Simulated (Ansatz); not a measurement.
Relaxation of CH4F2N2 (9 atoms, charge 0, multiplicity 1), to a largest force component of 0.015 eV/Å in at most 40 steps.

Level of theory: RKS LDA/cc-pVDZ in Ansatz.

```xyz
9
Properties=species:S:1:pos:R:3
N -0.553 0.931 -0.428
C 0.284 -0.098 -0.206
N 1.258 -0.033 -1.223
F 0.827 -0.046 1.013
F -0.388 -1.259 -0.237
H -1.499 0.542 -0.594
H -0.299 1.361 -1.334
H 0.695 -0.214 -2.075
H 1.779 -0.935 -1.160
```

Task: Where does it end, and by what steps?

Result: It converged. After 8 steps the energy has fallen by 0.447 eV; H8 moved furthest, 0.33 Å.

```tsv
step	energy less start (eV)	largest force component (eV/Å)	accepted
0	0.0000	2.998	yes
1	-0.3369	0.917	yes
2	-0.4130	0.451	yes
3	-0.4334	0.459	yes
4	-0.3043	1.493	no
5	-0.4456	0.172	yes
6	-0.4467	0.046	yes
7	-0.4471	0.019	yes
8	-0.4472	0.013	yes
```

```xyz
9
Properties=species:S:1:pos:R:3
N -0.626 0.955 -0.453
C 0.246 -0.124 -0.309
N 1.254 -0.138 -1.290
F 0.877 -0.119 0.906
F -0.505 -1.297 -0.271
H -1.612 0.686 -0.389
H -0.406 1.540 -1.263
H 0.870 -0.478 -2.183
H 2.007 -0.776 -0.993
```

Whether the end is a true minimum wasn't checked by a vibrational analysis.

Time of the run: 6.8 s on 1 thread of AMD EPYC 9R45 96-Core Processor (Zen 5), with other jobs on the host, peak memory 0.14 GiB.
